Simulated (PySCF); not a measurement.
Consider vinylidene fluoride, `C=C(F)F` (C2H2F2). Numbering: `[CH2:1]=[C:2]([F:3])[F:4]`

Computed at ωB97X-D3(BJ)/ma-def2-TZVP // PBE0-D3(BJ)/def2-SVP with PySCF (density fitting, grid level 2). The prefix ma- adds one diffuse s and one diffuse p function on all atoms but H. Zero-point and thermal terms (298.15 K, 1 bar) come from unscaled PBE0-D3(BJ)/def2-SVP harmonic frequencies, with soft modes damped to free rotors in the entropy.

Q: What are the vertical and the adiabatic ionisation energy for forming the radical cation?

A: 10.44 eV vertical and 10.11 eV adiabatic, the latter with zero-point energy.

Q: Where does the unpaired spin of the relaxed radical cation sit?

A: C1 (alkene carbon) 0.71, C2 (alkene carbon) 0.18 (intrinsic atomic orbital populations).

Q: What oxidation potential follows in acetonitrile (IEF-PCM), given that Fc+/Fc comes at 4.54 V absolute with this functional and basis?

A: In the gas phase ΔG of oxidation is 10.087 eV, and solvation is -6.4 kJ/mol for the parent and -278.3 kJ/mol for the product, so the absolute potential is 7.27 V, or 2.72 V against Fc+/Fc. Fc+/Fc in acetonitrile, 4.54 V, is ωB97X-D3(BJ)/ma-def2-TZVP on PBE0-D3(BJ)/def2-SVP structures with GFN2-xTB thermal terms. Benchmark calculations put it near 5.0 V in acetonitrile and DMSO, so it is about 0.5 V low, and the value against it can read up to that much too high. The solvent is electrostatics only, on gas-phase structures; the absolute scale refers to an electron at rest in vacuum.

Q: How far is −ε(HOMO) from the vertical value by ΔSCF?

A: −ε(HOMO) = 10.21 eV, which is 0.23 eV below the ΔSCF value.

Differences come from unrounded values, so a last digit can differ from that of the printed terms.
